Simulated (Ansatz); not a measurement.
**H3O+ (singlet): the correlation ladder at distance O1–H4 = 0.784 Å, 6-31G**

Aim: climb from Hartree-Fock through coupled cluster and multireference methods for H3O+ (singlet) at one geometry and basis, and see what each rung misses.

Program: Ansatz 0.2.0, Gaussian basis. Level of theory: 6-31G, core rule «outside noble gas», up to 1 orbitals frozen. These are calculated values, not measurements.

To be run: UHF; CCSD(T) on RHF; BCCD(T) on RHF; CISD; CCSDT(Q) on RHF; CISDTQ; CCSDTQ on RHF; CASSCF and MRCISD+Q, 2 electrons in 2 orbitals; CASSCF and NEVPT2, 2 electrons in 2 orbitals; Full CI.

22 further runs of the same task are left out: 2 for a known fault of the program, 11 that didn't finish, 9 set aside as unsound or not needed.

### 1 The geometry

The geometry derives from a PBE0/def2-TZVP stationary point (not a proven minimum). One bond is set to the value named and the two fragments are kept rigid.

4 atoms, charge 1, spin multiplicity 1.

Atoms are counted from 1 here; the program's logs count them from 0.

Bond lengths: O1–H2 0.978 Å, O1–H3 0.978 Å, O1–H4 0.784 Å. Angles: H2–O1–H3 113.0°, H2–O1–H4 113.0°, H3–O1–H4 113.0°.

In the tables R marks a restricted determinant and U an unrestricted one; 'pair' is the active space of 2 electrons in 2 orbitals; energies count from the table's Hartree-Fock row.

### 2 UHF

File in.yaml:

```yaml
crystal:
  periodic: [false, false, false]
  atoms:
    - {symbol: O, position_ang: [-0.004683, -0.008749, -0.039145]}
    - {symbol: H, position_ang: [0.936191, 0.005524, 0.228083]}
    - {symbol: H, position_ang: [-0.488385, 0.800776, 0.220778]}
    - {symbol: H, position_ang: [-0.373468, -0.667428, 0.172502]}
basis:
  gaussian: {orbitals: 6-31G}
total_charge: 1
magnetization: {spin_polarized: true, initial_magnetization: 0}
hamiltonian: {xc: hf}
output: {orbitals: {seedname: orbitals}}
```

Command:

```console
$ ansatz run in.yaml --threads 1 --pin off --events-out ev --progress --plain --max-ram 2393MiB
```

The program printed:

```text
Functional definition: HF
  name "HF"
  cite "Fock, Z. Phys. 61, 126 (1930) doi:10.1007/BF01340294"
  parent pbe
  exchange = exact_x
  correlation = 0
171 factors; integrals over basis functions are off by at most 6.3e-4 eV
mean field evaluation 1: about -2069.0956 eV, gradient 3.9e1 eV
mean field evaluation 2: about -2069.0989 eV, gradient 3.8e1 eV
mean field evaluation 4: about -2073.9902 eV, gradient 9.6e-1 eV
mean field evaluation 8: about -2073.9977 eV, gradient 1.4e-3 eV
mean field -2073.99765714 eV, -76.2180080938 hartree, gradient 2.2e-5 eV, S^2 0.000000; 0 other end points of the search recorded, 0 dependent functions left out
reference -2073.99765714 eV, -76.2180080938 hartree; 5, 5 occupied and 10, 10 virtual orbitals, 171 factors
Total energy: -2073.99765714 eV, -76.2180080938 hartree
```

Wall time 0.06 s (1 thread of Arm Neoverse V1, shared host).

From the report: ⟨S²⟩ of the determinant 0.000 (pure singlet: 0.00).

The unrestricted search falls back on the restricted solution.

### 3 CCSD(T) on RHF

in.yaml: that of step 2 with these lines changed.

```diff
@@ -10,4 +10,4 @@
 total_charge: 1
-magnetization: {spin_polarized: true, initial_magnetization: 0}
-hamiltonian: {xc: hf}
-output: {orbitals: {seedname: orbitals}}
+magnetization: {spin_polarized: false}
+correlation: {method: ccsd_t, electrons: outside_noble_gas}
+output: {forces: true}
```

Launched as before.

The program printed, shortened:

```text
Functional definition: HF
  name "HF"
  cite "Fock, Z. Phys. 61, 126 (1930) doi:10.1007/BF01340294"
  parent pbe
[...]
171 factors; integrals over basis functions are off by at most 6.3e-4 eV
[...]
mean field -2073.99765714 eV, -76.2180080938 hartree, gradient 1.7e-6 eV, S^2 0.000000; 0 other end points of the search recorded, 0 dependent functions left out
1 core orbitals not correlated: weight in the atoms' cores, before any rotation towards them, 1.000 or more for the frozen orbitals, at most 0.000 for the correlated occupied ones
reference -2073.99765714 eV, -76.2180080938 hartree; 4, 4 occupied and 10, 10 virtual orbitals, 171 factors
second order -3.29799189 eV of doubles, -0.00000000 eV of singles
cycle   1  -3.41444594 eV  change   -1.2e-1 eV  update   3.2e-2
[...]
cycle   7  -3.52116741 eV  change    7.5e-6 eV  update   8.1e-6
perturbative correction -0.02415879 eV, -0.0008878190 hartree
[...]
Total energy: -2077.54298333 eV, -76.3482964283 hartree
Atom 0 at    -0.004683    -0.008749    -0.039145 Å, force     9.017102    16.120486    -3.517603 eV/Å
Atom 1 at     0.936191     0.005524     0.228083 Å, force     0.690331     0.158704    -0.488940 eV/Å
Atom 2 at    -0.488385     0.800776     0.220778 Å, force    -0.223368     0.668765    -0.493625 eV/Å
Atom 3 at    -0.373468    -0.667428     0.172502 Å, force    -9.484065   -16.947955     4.500169 eV/Å
Dipole moment:     0.039057     0.073441     0.378516 e Å
```

It took 0.15 s on 1 thread of Arm Neoverse V1, shared host.

From the report: correlation -3.5453 eV; T1 0.007; largest double amplitude 0.04.

### 4 BCCD(T) on RHF

in.yaml: that of step 3 with these lines changed.

```diff
@@ -11,3 +11,2 @@
 magnetization: {spin_polarized: false}
-correlation: {method: ccsd_t, electrons: outside_noble_gas}
-output: {forces: true}
+correlation: {method: bccd_t, electrons: outside_noble_gas}
```

The command is unchanged.

The program printed, shortened:

```text
Functional definition: HF
  name "HF"
  cite "Fock, Z. Phys. 61, 126 (1930) doi:10.1007/BF01340294"
  parent pbe
[...]
171 factors; integrals over basis functions are off by at most 6.3e-4 eV
[...]
mean field -2073.99765714 eV, -76.2180080938 hartree, gradient 1.7e-6 eV, S^2 0.000000; 0 other end points of the search recorded, 0 dependent functions left out
1 core orbitals not correlated: weight in the atoms' cores, before any rotation towards them, 1.000 or more for the frozen orbitals, at most 0.000 for the correlated occupied ones
reference -2073.99765714 eV, -76.2180080938 hartree; 4, 4 occupied and 10, 10 virtual orbitals, 171 factors
second order -3.29799189 eV of doubles, -0.00000000 eV of singles
cycle   1  -3.41604045 eV  change   -1.2e-1 eV  update   3.2e-2
[...]
cycle   8  -3.51792295 eV  change    1.1e-6 eV  update   2.5e-6
perturbative correction -0.02746100 eV, -0.0010091731 hartree
Total energy: -2077.54304109 eV, -76.3482985507 hartree
```

Wall time 0.15 s (1 thread of Arm Neoverse V1, shared host).

From the report: correlation -3.5454 eV; largest double amplitude 0.04.

### 5 CISD

in.yaml: that of step 4 with these lines changed.

```diff
@@ -10,3 +10,2 @@
 total_charge: 1
-magnetization: {spin_polarized: false}
-correlation: {method: bccd_t, electrons: outside_noble_gas}
+correlation: {active_space: {ras: {orbitals: [4, 0, 10], electrons: 8, max_holes: 2, max_particles: 2}, fixed_orbitals: true}}
```

The command is unchanged.

The program printed:

```text
Functional definition: HF
  name "HF"
  cite "Fock, Z. Phys. 61, 126 (1930) doi:10.1007/BF01340294"
  parent pbe
  exchange = exact_x
  correlation = 0
171 factors; integrals over basis functions are off by at most 6.3e-4 eV
mean field evaluation 1: about -2069.0956 eV, gradient 5.4e1 eV
mean field evaluation 2: about -2069.0989 eV, gradient 5.4e1 eV
mean field evaluation 4: about -2073.9902 eV, gradient 1.4e0 eV
mean field evaluation 8: about -2073.9977 eV, gradient 1.9e-3 eV
mean field -2073.99765714 eV, -76.2180080938 hartree, gradient 1.7e-6 eV, S^2 0.000000; 0 other end points of the search recorded, 0 dependent functions left out
reference -2073.99765714 eV, -76.2180080938 hartree; 5, 5 occupied and 10, 10 virtual orbitals, 171 factors
state -2077.39833008 eV, -76.3429805194 hartree
Total energy: -2077.39833008 eV, -76.3429805194 hartree
```

It took 0.18 s on 1 thread of Arm Neoverse V1, shared host.

From the report: 1,151 determinants.

### 6 CCSDT(Q) on RHF

in.yaml: that of step 5 with these lines changed.

```diff
@@ -10,2 +10,3 @@
 total_charge: 1
-correlation: {active_space: {ras: {orbitals: [4, 0, 10], electrons: 8, max_holes: 2, max_particles: 2}, fixed_orbitals: true}}
+magnetization: {spin_polarized: false}
+correlation: {method: ccsdt_q, electrons: outside_noble_gas}
```

The command is unchanged.

The program printed, shortened:

```text
Functional definition: HF
  name "HF"
  cite "Fock, Z. Phys. 61, 126 (1930) doi:10.1007/BF01340294"
  parent pbe
[...]
280 factors; integrals over basis functions are off by at most 2.2e-8 eV
[...]
mean field -2073.99763121 eV, -76.2180071410 hartree, gradient 1.7e-6 eV, S^2 0.000000; 0 other end points of the search recorded, 0 dependent functions left out
1 core orbitals not correlated: weight in the atoms' cores, before any rotation towards them, 1.000 or more for the frozen orbitals, at most 0.000 for the correlated occupied ones
reference -2073.99763121 eV, -76.2180071410 hartree; 4, 4 occupied and 10, 10 virtual orbitals, 280 factors
second order -3.29812629 eV of doubles, -0.00000000 eV of singles
cycle   1  -3.41453360 eV  change   -1.2e-1 eV  update   3.4e-2
[...]
cycle  10  -3.54798235 eV  change    6.0e-7 eV  update   3.3e-7
perturbative correction -0.00857297 eV, -0.0003150510 hartree
Total energy: -2077.55418653 eV, -76.3487081383 hartree
```

Wall time 0.33 s (1 thread of Arm Neoverse V1, shared host).

From the report: correlation -3.5566 eV; T1 0.006; largest double amplitude 0.04.

### 7 CISDTQ

in.yaml: that of step 6 with these lines changed.

```diff
@@ -10,3 +10,2 @@
 total_charge: 1
-magnetization: {spin_polarized: false}
-correlation: {method: ccsdt_q, electrons: outside_noble_gas}
+correlation: {active_space: {ras: {orbitals: [4, 0, 10], electrons: 8, max_holes: 4, max_particles: 4}, fixed_orbitals: true}}
```

Launched as before.

The program printed:

```text
Functional definition: HF
  name "HF"
  cite "Fock, Z. Phys. 61, 126 (1930) doi:10.1007/BF01340294"
  parent pbe
  exchange = exact_x
  correlation = 0
171 factors; integrals over basis functions are off by at most 6.3e-4 eV
mean field evaluation 1: about -2069.0956 eV, gradient 5.4e1 eV
mean field evaluation 2: about -2069.0989 eV, gradient 5.4e1 eV
mean field evaluation 4: about -2073.9902 eV, gradient 1.4e0 eV
mean field evaluation 8: about -2073.9977 eV, gradient 1.9e-3 eV
mean field -2073.99765714 eV, -76.2180080938 hartree, gradient 1.7e-6 eV, S^2 0.000000; 0 other end points of the search recorded, 0 dependent functions left out
reference -2073.99765714 eV, -76.2180080938 hartree; 5, 5 occupied and 10, 10 virtual orbitals, 171 factors
state -2077.55043584 eV, -76.3485703027 hartree
Total energy: -2077.55043584 eV, -76.3485703027 hartree
```

Run time: 0.45 s. Hardware: 1 thread of Arm Neoverse V1, shared host.

From the report: 68,449 determinants.

### 8 CCSDTQ on RHF

in.yaml: that of step 7 with these lines changed.

```diff
@@ -10,2 +10,3 @@
 total_charge: 1
-correlation: {active_space: {ras: {orbitals: [4, 0, 10], electrons: 8, max_holes: 4, max_particles: 4}, fixed_orbitals: true}}
+magnetization: {spin_polarized: false}
+correlation: {method: ccsdtq, electrons: outside_noble_gas}
```

The command is unchanged.

The program printed, shortened:

```text
Functional definition: HF
  name "HF"
  cite "Fock, Z. Phys. 61, 126 (1930) doi:10.1007/BF01340294"
  parent pbe
[...]
280 factors; integrals over basis functions are off by at most 2.2e-8 eV
[...]
mean field -2073.99763121 eV, -76.2180071410 hartree, gradient 1.7e-6 eV, S^2 0.000000; 0 other end points of the search recorded, 0 dependent functions left out
1 core orbitals not correlated: weight in the atoms' cores, before any rotation towards them, 1.000 or more for the frozen orbitals, at most 0.000 for the correlated occupied ones
reference -2073.99763121 eV, -76.2180071410 hartree; 4, 4 occupied and 10, 10 virtual orbitals, 280 factors
second order -3.29812629 eV of doubles, -0.00000000 eV of singles
cycle   1  -3.41453363 eV  change   -1.2e-1 eV  update   3.4e-2
[...]
cycle  10  -3.55619554 eV  change    2.1e-7 eV  update   5.2e-7
Total energy: -2077.55382676 eV, -76.3486949167 hartree
```

It took 1.4 s on 1 thread of Arm Neoverse V1, shared host.

From the report: correlation -3.5562 eV; T1 0.006; largest double amplitude 0.04.

### 9 CASSCF and MRCISD+Q, 2 electrons in 2 orbitals

in.yaml: that of step 8 with these lines changed.

```diff
@@ -10,3 +10,2 @@
 total_charge: 1
-magnetization: {spin_polarized: false}
-correlation: {method: ccsdtq, electrons: outside_noble_gas}
+correlation: {method: fic_mrcisd_q, electrons: outside_noble_gas, active_space: {window: {electrons: 2, orbitals: 2}}}
```

Same command.

The program printed, shortened:

```text
Functional definition: HF
  name "HF"
  cite "Fock, Z. Phys. 61, 126 (1930) doi:10.1007/BF01340294"
  parent pbe
[...]
171 factors; integrals over basis functions are off by at most 6.3e-4 eV
[...]
mean field -2073.99765714 eV, -76.2180080938 hartree, gradient 1.7e-6 eV, S^2 0.000000; 0 other end points of the search recorded, 0 dependent functions left out
reference -2073.99765714 eV, -76.2180080938 hartree; 5, 5 occupied and 10, 10 virtual orbitals, 171 factors
state -2074.53160705 eV, -76.2376303909 hartree
contracted CI cycle   1: correlation 0.00000000 eV, 0.0000000000 hartree, residual 1.73e1 eV
contracted CI cycle   2: correlation -2.78951975 eV, -0.1025129600 hartree, residual 3.02e0 eV
contracted CI cycle   3: correlation -2.89921190 eV, -0.1065440721 hartree, residual 6.69e-1 eV
contracted CI cycle   4: correlation -2.90480162 eV, -0.1067494906 hartree, residual 1.47e-1 eV
contracted CI cycle   5: correlation -2.90507418 eV, -0.1067595069 hartree, residual 3.84e-2 eV
contracted CI cycle   6: correlation -2.90509366 eV, -0.1067602227 hartree, residual 1.13e-2 eV
contracted CI cycle   7: correlation -2.90509549 eV, -0.1067602901 hartree, residual 3.62e-3 eV
contracted CI cycle   8: correlation -2.90509568 eV, -0.1067602971 hartree, residual 1.04e-3 eV
state -2074.53160705 eV, -76.2376303909 hartree; corrected -2077.52636707 eV, -76.3476857919 hartree
Total energy: -2077.52636707 eV, -76.3476857919 hartree
```

Wall time 0.21 s (1 thread of Arm Neoverse V1, shared host).

From the report: 4 determinants; active occupations 1.98, 0.02.

### 10 CASSCF and NEVPT2, 2 electrons in 2 orbitals

in.yaml: that of step 9 with these lines changed.

```diff
@@ -10,2 +10,2 @@
 total_charge: 1
-correlation: {method: fic_mrcisd_q, electrons: outside_noble_gas, active_space: {window: {electrons: 2, orbitals: 2}}}
+correlation: {method: sc_nevpt2, electrons: outside_noble_gas, active_space: {window: {electrons: 2, orbitals: 2}}}
```

Same command.

The program printed:

```text
Functional definition: HF
  name "HF"
  cite "Fock, Z. Phys. 61, 126 (1930) doi:10.1007/BF01340294"
  parent pbe
  exchange = exact_x
  correlation = 0
171 factors; integrals over basis functions are off by at most 6.3e-4 eV
mean field evaluation 1: about -2069.0956 eV, gradient 5.4e1 eV
mean field evaluation 2: about -2069.0989 eV, gradient 5.4e1 eV
mean field evaluation 4: about -2073.9902 eV, gradient 1.4e0 eV
mean field evaluation 8: about -2073.9977 eV, gradient 1.9e-3 eV
mean field -2073.99765714 eV, -76.2180080938 hartree, gradient 1.7e-6 eV, S^2 0.000000; 0 other end points of the search recorded, 0 dependent functions left out
reference -2073.99765714 eV, -76.2180080938 hartree; 5, 5 occupied and 10, 10 virtual orbitals, 171 factors
state -2074.53160705 eV, -76.2376303909 hartree
state -2074.53160705 eV, -76.2376303909 hartree; corrected -2077.37853527 eV, -76.3422530733 hartree
Total energy: -2077.37853527 eV, -76.3422530733 hartree
```

Wall time 0.12 s (1 thread of Arm Neoverse V1, shared host).

From the report: 4 determinants; active occupations 1.98, 0.02.

### 11 Full CI

in.yaml: that of step 10 with these lines changed.

```diff
@@ -10,2 +10,2 @@
 total_charge: 1
-correlation: {method: sc_nevpt2, electrons: outside_noble_gas, active_space: {window: {electrons: 2, orbitals: 2}}}
+correlation: {method: fci, electrons: outside_noble_gas}
```

Same command.

The program printed:

```text
Functional definition: HF
  name "HF"
  cite "Fock, Z. Phys. 61, 126 (1930) doi:10.1007/BF01340294"
  parent pbe
  exchange = exact_x
  correlation = 0
280 factors; integrals over basis functions are off by at most 2.2e-8 eV
mean field evaluation 1: about -2069.0956 eV, gradient 5.4e1 eV
mean field evaluation 2: about -2069.0989 eV, gradient 5.4e1 eV
mean field evaluation 4: about -2073.9901 eV, gradient 1.4e0 eV
mean field evaluation 8: about -2073.9976 eV, gradient 1.9e-3 eV
mean field -2073.99763121 eV, -76.2180071410 hartree, gradient 1.7e-6 eV, S^2 0.000000; 0 other end points of the search recorded, 0 dependent functions left out
1 core orbitals not correlated: weight in the atoms' cores, before any rotation towards them, 1.000 or more for the frozen orbitals, at most 0.000 for the correlated occupied ones
reference -2073.99763121 eV, -76.2180071410 hartree; 4, 4 occupied and 10, 10 virtual orbitals, 280 factors
state -2077.55400806 eV, -76.3487015794 hartree
Total energy: -2077.55400806 eV, -76.3487015794 hartree
```

It took 1.4 s on 1 thread of Arm Neoverse V1, shared host.

From the report: 501,761 determinants, symmetry A'.

### 12 How many determinants matter

Natural occupations of the FCI state about the gap (report; correlated orbitals 1 to 10): 1.988, 1.982, 1.977, 1.973, 0.023, 0.021, 0.016, 0.013, 0.003, 0.002. The count of effectively unpaired electrons, Σ n²(2 − n)², is 0.01; a single determinant of this spin has 0.

### 13 The ladder

The yardstick is full CI for this spin, exact in this basis with these frozen cores. Rows without a time come out of other runs: HF, MP2 and CCSD of CCSD(T), CCSDT of CCSDT(Q), CASSCF and MRCISD of the multireference runs. The times of RCCSD(T) include forces.

Differences are taken before rounding.

| method | energy from the lowest RHF (kcal/mol) | from FCI (kcal/mol) | time |
| --- | --- | --- | --- |
| RHF | 0.00 | +82.01 |  |
| RMP2 | -76.05 | +5.96 |  |
| CISD | -78.42 | +3.59 | 0.18 s |
| RCCSD | -81.20 | +0.81 |  |
| RCCSD(T) | -81.76 | +0.25 | 0.15 s |
| BCCD(T) | -81.76 | +0.25 | 0.15 s |
| RCCSDT | -81.82 | +0.19 |  |
| CISDTQ | -81.93 | +0.08 | 0.45 s |
| RCCSDT(Q) | -82.02 | 0.00 | 0.33 s |
| RCCSDTQ | -82.01 | 0.00 | 1.4 s |
| CASSCF pair | -12.31 | +69.70 |  |
| NEVPT2 pair | -77.96 | +4.05 | 0.12 s |
| MRCISD pair | -79.31 | +2.71 |  |
| MRCISD+Q pair | -81.37 | +0.64 | 0.21 s |
| FCI | -82.01 | 0 | 1.4 s |

Among the levels timed on like hardware and quicker than the yardstick, those that no quicker one beats, quickest first: NEVPT2 pair (0.12 s, +4.05 kcal/mol); BCCD(T) (0.15 s, +0.25 kcal/mol); RCCSDT(Q) (0.33 s, 0.00 kcal/mol). Runs this short are mostly start-up, so their order is noise.

### 14 Results

| quantity | value |
| --- | --- |
| FCI below the RHF energy | -3.5564 eV |
| RMP2 from FCI | +5.96 kcal/mol |
| RCCSD from FCI | +0.81 kcal/mol |
| RCCSD(T) from FCI | +0.25 kcal/mol |
| RCCSDT(Q) from FCI | 0.00 kcal/mol |
| NEVPT2 pair from FCI | +4.05 kcal/mol |
| MRCISD+Q pair from FCI | +0.64 kcal/mol |
| levels within 1 kcal/mol (43 meV) | RCCSD, RCCSD(T), BCCD(T), RCCSDT, CISDTQ, RCCSDT(Q), RCCSDTQ, MRCISD+Q pair |
| T1 diagnostic | 0.007 |
| effectively unpaired electrons | 0.01 |

What this shows: RCCSD(T) lands +0.25 kcal/mol from the yardstick (0.3 % of the correlation energy). One determinant dominates. Of the multireference levels listed MRCISD+Q pair comes nearest in total energy (+0.64 kcal/mol), which doesn't show that its space is the better one. These misses are within one basis, not against nature.
